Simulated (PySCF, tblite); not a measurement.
# monofluorosilane (SiH₃F): isotopologues and vibrational averages

How do isotopes change the rotational constants and shieldings of monofluorosilane (SiH₃F) (`F[SiH3]`)?

Computed with tblite 0.8.0 (tight binding) and PySCF 2.14.0 (DFT, with response routines of our own); each step states its level. Atoms count from 0 throughout.

## (1) The molecule as given

5 atoms, charge 0, multiplicity 1; geometry from: force field or distance geometry start.

Bonds of the start (Å): F0–Si1 1.74, Si1–H2 1.41, Si1–H3 1.44, Si1–H4 1.52.

## (2) GFN2-xTB relaxation, lowest of a short conformer search

What the job is given:

```
{"job": {"xc": "GFN2-xTB", "basis": "xTB", "kind": "relax"}, "charge": 0, "multiplicity": 1}
F      1.625200     0.051000     0.356100
Si    -0.066100     0.011000    -0.063000
H     -0.361600     1.255300    -0.656000
H     -0.306100    -1.122200    -0.922000
H     -0.856900    -0.183700     1.216200
```

Command:

```
OMP_NUM_THREADS=1 python ens_run.py task.json out
```

This one command runs the whole study; its stages follow in the order run.

Output:

```text
step      E/eV     max force
  0    -218.99154    2.588
  1    -219.16150    1.800
  2    -219.22394    1.429
  3    -219.24295    0.405
  4    -219.25258    0.393
  5    -219.26674    0.268
  6    -219.27044    0.276
  7    -219.27792    0.160
  8    -219.27914    0.079
  9    -219.27940    0.029
 10    -219.27944    0.028
 11    -219.27956    0.033
 12    -219.27971    0.043
 13    -219.27984    0.033
 14    -219.27988    0.011
 15    -219.27989    0.003
```

Wall time 0.07 s (1 thread of AMD EPYC 7B13, shared host).

The energy fell by 0.288 eV, and the atoms moved 0.09 Å (root mean square).

## (3) Tight optimisation and Hessian

What the job is given:

```
{"job": {"xc": "PBE0", "basis": "pcSseg-2", "grid": 2, "temperatures": [100, 500], "kind": "geom"}, "charge": 0, "multiplicity": 1}
F      1.476904     0.021773     0.340928
Si    -0.084081     0.001312    -0.035978
H     -0.339419     1.285588    -0.668400
H     -0.241746    -1.129587    -0.936210
H     -0.777171    -0.167677     1.230918
```

Output:

```text
step   0  E = -10640.2572956 eV  max force = 1.19302
step   1  E = -10640.3005621 eV  max force = 0.54865
step   2  E = -10640.3138959 eV  max force = 0.04511
step   3  E = -10640.3139405 eV  max force = 0.00250
step   4  E = -10640.3139405 eV  max force = 0.00250
step   5  E = -10640.3139406 eV  max force = 0.00198
harmonic wavenumbers (cm-1): 724.3 724.6 879.1 958.2 958.3 992.6 2251.6 2257.9 2258.0
```

Run time: 82 s. Hardware: 1 thread of AMD EPYC 7B13, shared host; peak memory 0.53 GiB.

## (4) Displacements along the modes, parent

What the job is given:

```
{"job": {"xc": "PBE0", "basis": "pcSseg-2", "grid": 2, "temperatures": [100, 500], "kind": "vib", "mass_numbers": [19, 28, 1, 1, 1]}, "charge": 0, "multiplicity": 1}
F      1.522546     0.022515     0.352216
Si    -0.030510     0.001895    -0.023032
H     -0.372382     1.285894    -0.677030
H     -0.274794    -1.130765    -0.945351
H     -0.810372    -0.168128     1.224456
```

Output:

```text
mode    cm-1    km/mol   phi_rrr   E(+)/cm-1  E(-)/cm-1
  1    724.28    57.68       7.5     131.97     130.23
  2    724.57    57.80     -55.2     126.78     135.53
  3    879.10    62.80    -255.3     149.46     167.81
  4    958.21    89.56      41.7     174.09     171.44
  5    958.33    89.61      72.7     175.55     170.02
  6    992.57   226.63      39.6     180.26     177.41
  7   2251.55    31.02     694.1     431.14     381.21
  8   2257.91   137.15     497.9     425.80     390.11
  9   2257.96   137.11      50.2     409.78     406.18
```

It took 65 s on 1 thread of AMD EPYC 7B13, shared host; peak memory 0.52 GiB.

## (5) Displacements along the modes, 2H at atom 2

What the job is given:

```
{"job": {"xc": "PBE0", "basis": "pcSseg-2", "grid": 2, "temperatures": [100, 500], "kind": "vib", "mass_numbers": [19, 28, 2, 1, 1]}, "charge": 0, "multiplicity": 1}
F      1.522546     0.022515     0.352216
Si    -0.030510     0.001895    -0.023032
H     -0.372382     1.285894    -0.677030
H     -0.274794    -1.130765    -0.945351
H     -0.810372    -0.168128     1.224456
```

Output:

```text
mode    cm-1    km/mol   phi_rrr   E(+)/cm-1  E(-)/cm-1
  1    571.46    31.44      55.1     104.01     102.58
  2    717.26    81.00       0.1     128.12     131.37
  3    805.61    35.02      -0.0     144.92     145.59
  4    870.98    31.13    -195.4     149.60     164.47
  5    932.63   211.38      29.0     168.54     167.72
  6    965.06   131.35     -85.2     170.98     177.04
  7   1622.62    64.33    -745.6     266.84     320.47
  8   2253.74    67.48     854.5     437.83     376.41
  9   2257.80   138.72     -16.5     407.32     408.57
```

It took 66 s on 1 thread of AMD EPYC 7B13, shared host; peak memory 0.6 GiB.

## (6) Displacements along the modes, 29Si at atom 1

What the job is given:

```
{"job": {"xc": "PBE0", "basis": "pcSseg-2", "grid": 2, "temperatures": [100, 500], "kind": "vib", "mass_numbers": [19, 29, 1, 1, 1]}, "charge": 0, "multiplicity": 1}
F      1.522546     0.022515     0.352216
Si    -0.030510     0.001895    -0.023032
H     -0.372382     1.285894    -0.677030
H     -0.274794    -1.130765    -0.945351
H     -0.810372    -0.168128     1.224456
```

Output:

```text
mode    cm-1    km/mol   phi_rrr   E(+)/cm-1  E(-)/cm-1
  1    723.22    57.85      -7.9     130.03     131.79
  2    723.51    57.97     -54.9     126.60     135.33
  3    874.60    68.19     258.7     167.13     148.54
  4    957.44    88.66      40.5     173.92     171.34
  5    957.56    88.71      73.7     175.44     169.85
  6    990.24   217.92      36.6     179.74     177.11
  7   2251.17    30.55     693.9     431.07     381.14
  8   2256.17   135.96     496.2     425.42     389.85
  9   2256.22   135.92      48.0     409.38     405.95
```

It took 69 s on 1 thread of AMD EPYC 7B13, shared host; peak memory 0.6 GiB.

## (7) Displacements along the modes, 2H at atom 2, 2H at atom 3, 2H at atom 4

What the job is given:

```
{"job": {"xc": "PBE0", "basis": "pcSseg-2", "grid": 2, "temperatures": [100, 500], "kind": "vib", "mass_numbers": [19, 28, 2, 2, 2]}, "charge": 0, "multiplicity": 1}
F      1.522546     0.022515     0.352216
Si    -0.030510     0.001895    -0.023032
H     -0.372382     1.285894    -0.677030
H     -0.274794    -1.130765    -0.945351
H     -0.810372    -0.168128     1.224456
```

Output:

```text
mode    cm-1    km/mol   phi_rrr   E(+)/cm-1  E(-)/cm-1
  1    545.34    27.68      26.1      98.52      98.38
  2    545.48    27.73     -30.8      95.88     101.08
  3    694.79    60.36      39.6     126.36     124.08
  4    694.91    60.40     -20.8     124.35     126.13
  5    707.20    41.01      -1.3     127.32     127.42
  6    893.91   181.00    -274.6     151.51     171.22
  7   1601.34    24.26     414.6     303.59     273.75
  8   1633.12    86.91    -304.3     283.84     305.64
  9   1633.18    86.89     -69.1     292.28     297.24
```

It took 65 s on 1 thread of AMD EPYC 7B13, shared host; peak memory 0.6 GiB.

## (8) Displacements along the modes, 2H at atom 2, 2H at atom 3

What the job is given:

```
{"job": {"xc": "PBE0", "basis": "pcSseg-2", "grid": 2, "temperatures": [100, 500], "kind": "vib", "mass_numbers": [19, 28, 2, 2, 1]}, "charge": 0, "multiplicity": 1}
F      1.522546     0.022515     0.352216
Si    -0.030510     0.001895    -0.023032
H     -0.372382     1.285894    -0.677030
H     -0.274794    -1.130765    -0.945351
H     -0.810372    -0.168128     1.224456
```

Output:

```text
mode    cm-1    km/mol   phi_rrr   E(+)/cm-1  E(-)/cm-1
  1    545.37    28.25      -0.4      97.95      98.96
  2    608.21    40.67      -0.5     108.01     111.44
  3    696.00    60.01     -48.3     123.98     126.91
  4    846.09     4.44      87.0     156.80     148.39
  5    873.51    90.58      -0.7     157.59     157.93
  6    908.03   235.19     181.3     169.71     157.83
  7   1611.96    44.49     515.5     309.44     272.30
  8   1633.22    85.96      -0.2     294.77     294.77
  9   2255.72   104.29   -1223.2     365.24     452.98
```

Run time: 65 s. Hardware: 1 thread of AMD EPYC 7B13, shared host; peak memory 0.6 GiB.

## (9) Displacements along the modes, 29Si at atom 1, 2H at atom 2

What the job is given:

```
{"job": {"xc": "PBE0", "basis": "pcSseg-2", "grid": 2, "temperatures": [100, 500], "kind": "vib", "mass_numbers": [19, 29, 2, 1, 1]}, "charge": 0, "multiplicity": 1}
F      1.522546     0.022515     0.352216
Si    -0.030510     0.001895    -0.023032
H     -0.372382     1.285894    -0.677030
H     -0.274794    -1.130765    -0.945351
H     -0.810372    -0.168128     1.224456
```

Output:

```text
mode    cm-1    km/mol   phi_rrr   E(+)/cm-1  E(-)/cm-1
  1    570.48    31.50      55.1     103.83     102.41
  2    715.72    81.47       0.1     127.83     131.09
  3    805.12    33.80       0.0     144.82     145.52
  4    867.86    37.02    -207.4     148.66     164.33
  5    929.43   209.66      25.1     167.81     167.32
  6    963.63   123.29     -86.1     170.68     176.83
  7   1620.75    63.20    -744.3     266.55     320.09
  8   2252.89    66.68    -854.0     376.27     437.66
  9   2256.06   137.56      20.8     408.41     406.85
```

It took 65 s on 1 thread of AMD EPYC 7B13, shared host; peak memory 0.6 GiB.

## (10) Vibrational averages by isotopologue

What the job is given:

```
{"job": {"xc": "PBE0", "basis": "pcSseg-2", "grid": 2, "temperatures": [100, 500], "kind": "iso"}, "charge": 0, "multiplicity": 1}
F      1.522546     0.022515     0.352216
Si    -0.030510     0.001895    -0.023032
H     -0.372382     1.285894    -0.677030
H     -0.274794    -1.130765    -0.945351
H     -0.810372    -0.168128     1.224456
```

Output:

```text
parent
  Be/MHz 84681.415 14275.308 14275.263
  B0/MHz 83945.922 14198.753 14198.857
  ZPE/cm-1 6002.2
  <sigma>(0 K)/ppm 407.187 357.116 25.792 25.792 25.792
2H at atom 2
  Be/MHz 64457.022 13823.386 13149.83
  B0/MHz 63978.576 13758.348 13076.048
  ZPE/cm-1 5498.6
  <sigma>(0 K)/ppm 407.580 357.310 25.867 25.804 25.804
29Si at atom 1
  Be/MHz 84681.415 14144.127 14144.084
  B0/MHz 83946.685 14068.754 14068.855
  ZPE/cm-1 5995.1
  <sigma>(0 K)/ppm 407.190 357.122 25.793 25.792 25.793
2H at atom 2, 2H at atom 3, 2H at atom 4
  Be/MHz 42373.257 12176.68 12176.616
  B0/MHz 42109.141 12116.14 12116.245
  ZPE/cm-1 4474.6
  <sigma>(0 K)/ppm 408.368 357.674 25.893 25.893 25.893
2H at atom 2, 2H at atom 3
  Be/MHz 51386.025 13133.537 12456.313
  B0/MHz 51041.521 13072.192 12389.117
  ZPE/cm-1 4989.1
  <sigma>(0 K)/ppm 407.973 357.497 25.880 25.880 25.816
29Si at atom 1, 2H at atom 2
  Be/MHz 64432.078 13709.712 13045.901
  B0/MHz 63954.714 13645.578 12973.102
  ZPE/cm-1 5491.0
  <sigma>(0 K)/ppm 407.583 357.316 25.867 25.804 25.805
```

Wall time 8 min (1 thread of AMD EPYC 7B13, shared host); peak memory 0.6 GiB. This counts the whole study up to here.

Rotational constants (MHz) at equilibrium and in the ground state:

| isotopologue | Be | B0 | zero-point change (cm⁻¹) |
| --- | --- | --- | --- |
| parent | 84681.4, 14275.3, 14275.3 | 83945.9, 14198.8, 14198.9 | 0.0 |
| 2H at atom 2 | 64457.0, 13823.4, 13149.8 | 63978.6, 13758.3, 13076.0 | -503.7 |
| 29Si at atom 1 | 84681.4, 14144.1, 14144.1 | 83946.7, 14068.8, 14068.9 | -7.2 |
| 2H at atom 2, 2H at atom 3, 2H at atom 4 | 42373.3, 12176.7, 12176.6 | 42109.1, 12116.1, 12116.2 | -1527.6 |
| 2H at atom 2, 2H at atom 3 | 51386.0, 13133.5, 12456.3 | 51041.5, 13072.2, 12389.1 | -1013.2 |
| 29Si at atom 1, 2H at atom 2 | 64432.1, 13709.7, 13045.9 | 63954.7, 13645.6, 12973.1 | -511.3 |

Shieldings of the first species (ppm): at equilibrium, the vibrational parts at 0 K, and the averages:

| atom | equilibrium | anharmonic | harmonic | 0 K | 100 K | 500 K |
| --- | --- | --- | --- | --- | --- | --- |
| F0 | 411.83 | -1.44 | -3.21 | 407.19 | 407.16 | 406.61 |
| Si1 | 359.94 | -0.25 | -2.57 | 357.12 | 357.08 | 356.70 |
| H2 | 26.16 | -0.13 | -0.23 | 25.79 | 25.79 | 25.75 |
| H3 | 26.16 | -0.13 | -0.23 | 25.79 | 25.79 | 25.75 |
| H4 | 26.16 | -0.13 | -0.23 | 25.79 | 25.79 | 25.75 |

Isotope effects on the shieldings at 0 K (ppb; positive means more shielded):

| atom | 2H at atom 2 | 29Si at atom 1 | 2H at atom 2, 2H at atom 3, 2H at atom 4 | 2H at atom 2, 2H at atom 3 | 29Si at atom 1, 2H at atom 2 |
| --- | --- | --- | --- | --- | --- |
| F0 | 393 | 3 | 1181 | 786 | 396 |
| Si1 | 194 | 6 | 558 | 381 | 200 |
| H2 | 75 | 0 | 101 | 88 | 75 |
| H3 | 12 | 0 | 101 | 88 | 12 |
| H4 | 12 | 0 | 101 | 23 | 12 |

## (11) Tight optimisation and Hessian, xc BHandHLYP; basis pcSseg-1; hess_step 0.002

What the job is given:

```
{"job": {"xc": "BHandHLYP", "basis": "pcSseg-1", "grid": 2, "temperatures": [100, 500], "j": false, "hess_step": 0.002, "kind": "geom"}, "charge": 0, "multiplicity": 1}
F      1.476904     0.021773     0.340928
Si    -0.084081     0.001312    -0.035978
H     -0.339419     1.285588    -0.668400
H     -0.241746    -1.129587    -0.936210
H     -0.777171    -0.167677     1.230918
```

Output:

```text
step   0  E = -10643.0070671 eV  max force = 0.73825
step   1  E = -10643.0295511 eV  max force = 0.76423
step   2  E = -10643.0546890 eV  max force = 0.07079
step   3  E = -10643.0547542 eV  max force = 0.00478
step   4  E = -10643.0547547 eV  max force = 0.00178
step   5  E = -10643.0547547 eV  max force = 0.00178
step   6  E = -10643.0547547 eV  max force = 0.00172
harmonic wavenumbers (cm-1): 755.1 755.3 879.7 1007.1 1007.4 1055.2 2356.9 2357.0 2359.4
```

It took 32 s on 1 thread of AMD EPYC 7B13, shared host; peak memory 0.5 GiB.

## (12) Displacements along the modes, xc BHandHLYP; basis pcSseg-1; hess_step 0.002; parent

What the job is given:

```
{"job": {"xc": "BHandHLYP", "basis": "pcSseg-1", "grid": 2, "temperatures": [100, 500], "j": false, "hess_step": 0.002, "kind": "vib", "mass_numbers": [19, 28, 1, 1, 1]}, "charge": 0, "multiplicity": 1}
F      1.529236     0.022526     0.353694
Si    -0.036685     0.001847    -0.024465
H     -0.373373     1.276792    -0.673186
H     -0.276340    -1.122803    -0.939591
H     -0.808349    -0.166952     1.214807
```

Output:

```text
mode    cm-1    km/mol   phi_rrr   E(+)/cm-1  E(-)/cm-1
  1    755.05    69.11      -0.7     135.47     137.74
  2    755.30    69.17      55.7     140.69     132.60
  3    879.70    69.39    -256.8     149.54     167.98
  4   1007.13   126.50     -55.6     179.71     183.41
  5   1007.40   126.51      61.7     183.97     179.20
  6   1055.16   289.61      30.3     191.14     188.96
  7   2356.91   162.68    -488.5     408.36     443.41
  8   2357.04   162.65    -230.6     417.52     434.13
  9   2359.35    33.53    -703.7     400.32     450.95
```

It took 24 s on 1 thread of AMD EPYC 7B13, shared host; peak memory 0.5 GiB.

## (13) Displacements along the modes, xc BHandHLYP; basis pcSseg-1; hess_step 0.002; 2H at atom 2

What the job is given:

```
{"job": {"xc": "BHandHLYP", "basis": "pcSseg-1", "grid": 2, "temperatures": [100, 500], "j": false, "hess_step": 0.002, "kind": "vib", "mass_numbers": [19, 28, 2, 1, 1]}, "charge": 0, "multiplicity": 1}
F      1.529236     0.022526     0.353694
Si    -0.036685     0.001847    -0.024465
H     -0.373373     1.276792    -0.673186
H     -0.276340    -1.122803    -0.939591
H     -0.808349    -0.166952     1.214807
```

Output:

```text
mode    cm-1    km/mol   phi_rrr   E(+)/cm-1  E(-)/cm-1
  1    596.00    37.83      56.2     108.28     107.07
  2    748.17    97.72       0.4     134.12     136.44
  3    846.13    54.39       0.5     152.33     152.72
  4    875.48    52.20    -235.0     149.16     166.72
  5    982.38   240.98       0.4     176.35     177.82
  6   1018.13   180.77      77.5     186.20     180.86
  7   1695.80    75.93    -760.1     279.48     334.15
  8   2356.78   164.85     -82.5     422.87     428.75
  9   2358.51    77.55    -869.8     394.76     457.28
```

It took 24 s on 1 thread of AMD EPYC 7B13, shared host; peak memory 0.5 GiB.

## (14) Vibrational averages by isotopologue, second settings

What the job is given:

```
{"job": {"xc": "BHandHLYP", "basis": "pcSseg-1", "grid": 2, "temperatures": [100, 500], "j": false, "hess_step": 0.002, "kind": "iso"}, "charge": 0, "multiplicity": 1}
F      1.529236     0.022526     0.353694
Si    -0.036685     0.001847    -0.024465
H     -0.373373     1.276792    -0.673186
H     -0.276340    -1.122803    -0.939591
H     -0.808349    -0.166952     1.214807
```

Output:

```text
parent
  Be/MHz 85891.732 14103.42 14103.333
  B0/MHz 85208.707 14028.857 14029.043
  ZPE/cm-1 6266.5
  <sigma>(0 K)/ppm 421.845 375.471 26.529 26.529 26.529
2H at atom 2
  Be/MHz 65366.343 13663.622 13013.533
  B0/MHz 64924.669 13599.968 12941.929
  ZPE/cm-1 5738.7
  <sigma>(0 K)/ppm 422.204 375.647 26.607 26.539 26.539
```

It took 81 s on 1 thread of AMD EPYC 7B13, shared host; peak memory 0.6 GiB. This counts the runs that the step sums up.

Rotational constants (MHz) at equilibrium and in the ground state:

| isotopologue | Be | B0 | zero-point change (cm⁻¹) |
| --- | --- | --- | --- |
| parent | 85891.7, 14103.4, 14103.3 | 85208.7, 14028.9, 14029.0 | 0.0 |
| 2H at atom 2 | 65366.3, 13663.6, 13013.5 | 64924.7, 13600.0, 12941.9 | -527.8 |

Shieldings of the first species (ppm): at equilibrium, the vibrational parts at 0 K, and the averages:

| atom | equilibrium | anharmonic | harmonic | 0 K | 100 K | 500 K |
| --- | --- | --- | --- | --- | --- | --- |
| F0 | 425.87 | -1.15 | -2.87 | 421.85 | 421.84 | 421.41 |
| Si1 | 378.01 | -0.27 | -2.27 | 375.47 | 375.44 | 375.08 |
| H2 | 26.89 | -0.14 | -0.22 | 26.53 | 26.53 | 26.49 |
| H3 | 26.89 | -0.14 | -0.22 | 26.53 | 26.53 | 26.49 |
| H4 | 26.89 | -0.14 | -0.22 | 26.53 | 26.53 | 26.49 |

Isotope effects on the shieldings at 0 K (ppb; positive means more shielded):

| atom | 2H at atom 2 |
| --- | --- |
| F0 | 359 |
| Si1 | 176 |
| H2 | 78 |
| H3 | 9 |
| H4 | 10 |

## (15) Results

| quantity | value |
| --- | --- |
| point group | C3v |
| B0 of the first species | 83945.9, 14198.8, 14198.9 MHz |
| zero-point energy | 6002 cm⁻¹ |
| zero-point change of σ(F0) | -4.65 ppm |

Zero-point motion changes the shielding of F0 most, by -4.65 ppm. The largest secondary isotope effect is 1181 ppb on F0, 2 bonds from the change (2H at atom 2, 2H at atom 3, 2H at atom 4).
